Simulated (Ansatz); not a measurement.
**Relative stability**

Two relaxed structures of CH5SSi (charge -1), closed shell (PBE0-D4/def2-TZVPD; forces vanish, vibrations not checked).

A:

C1  (-0.589, 0.960, -0.355)
S2  (0.477, -0.145, -1.319)
Si3  (1.175, -1.688, 0.135)
H4  (-1.426, 0.400, 0.069)
H5  (-0.978, 1.757, -1.000)
H6  (-0.024, 1.407, 0.466)
H7  (1.574, -0.705, 1.255)
H8  (-0.208, -1.986, 0.750)
(Å)

B:

C1  (0.423, -0.701, 0.348)
S2  (1.174, 0.244, 1.719)
Si3  (-0.512, 0.608, -0.569)
H4  (-1.262, 0.102, -1.799)
H5  (0.384, 1.672, -1.104)
H6  (-1.573, 1.236, 0.269)
H7  (1.172, -1.176, -0.298)
H8  (-0.250, -1.493, 0.699)
(Å)

Program: Ansatz 0.2.0. Basis: def2-TZVPPD. Cores are frozen in the correlated methods. B3LYP uses VWN-RPA correlation.

Problem. Which structure is lower at CCSD(T), and by how much? (To be estimated.)

Solution. Computed: B, by 1.33 kcal/mol (electronic energy, against the other). By their contacts, A is CH₅SSi ([CH3][S][SiH2]), total charge -1 and B is CH₅SSi ([SiH3][CH2][S]), total charge -1.

Problem. Do the other methods give the same order? (Judge from chemistry; the calculation decides.)

Solution. By the calculation: Not all: PBE-D4, PBE0-D4 give the other order.

| method | E(B) − E(A) (kcal/mol) |
| --- | --- |
| PBE-D4 | 1.38 |
| r2SCAN-D4 | -0.86 |
| PBE0-D4 | 0.28 |
| B3LYP-D4 | -0.69 |
| wB97M-V | -1.16 |
| HF | -3.92 |
| MP2 | -3.56 |
| CCSD | -1.59 |
| CCSD(T) | -1.33 |

The T1 diagnostic stays at or below 0.014.

Labels in which every atom is bracketed show which atoms are joined, not bond orders.

For scale, one of the runs: CCSD(T)/def2-TZVPPD, 221 basis functions, launched by `ansatz run in.yaml --threads 2 --pin off --events-out ev --progress --plain --max-ram 4352MiB`. Hardware: 2 CPU threads of an Intel Xeon Platinum 8488C, shared host. Wall time 44 s; peak host memory 3.2 GiB.
